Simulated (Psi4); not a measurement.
This Psi4 input (MP2/pcseg-1) gives -398.80088 Eh with 28 basis functions.

```
memory 2025 MB

molecule {
0 1
S     0.00184013    0.00030176    0.10309296
H    -0.00752722    0.96781232   -0.82771199
H    -0.02191490   -0.97264043   -0.82177540
}

set {
  basis pcseg-1
  scf_type df
  freeze_core true
}

energy('mp2')
print_variables()
```

Change:
```diff
- basis pcseg-1
+ basis 6-311++g(2d,2p)
```

### Question
What does the run give now?

### Answer
-398.86774 Eh (MP2/6-311++G(2d,2p), 55 functions), a change of -66.86 mEh.
